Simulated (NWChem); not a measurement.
# O anion, doublet

Computed with NWChem. Spin-unrestricted. The open p shell is one determinant without spherical averaging. Sets without diffuse functions describe the anion's extra electron poorly. No stability test was run on the SCF state. The highest occupied level is positive in some or all of these runs, so the extra electron may be held by the finite basis. Total energies compare along this basis series because the functional is fixed.

```csv
level,basis functions,energy (Ha),highest occupied level (eV),"lowest empty minus highest occupied level, either spin (eV)"
PBE/cc-pVDZ,14,-74.9635,6.95,0.67
PBE/aug-cc-pVDZ,23,-75.0558,2.63,0.73
PBE/cc-pVTZ,30,-75.0261,5.16,0.78
PBE/aug-cc-pVTZ,46,-75.0726,2.54,0.81
PBE/cc-pVQZ,55,-75.0492,4.33,0.81
```
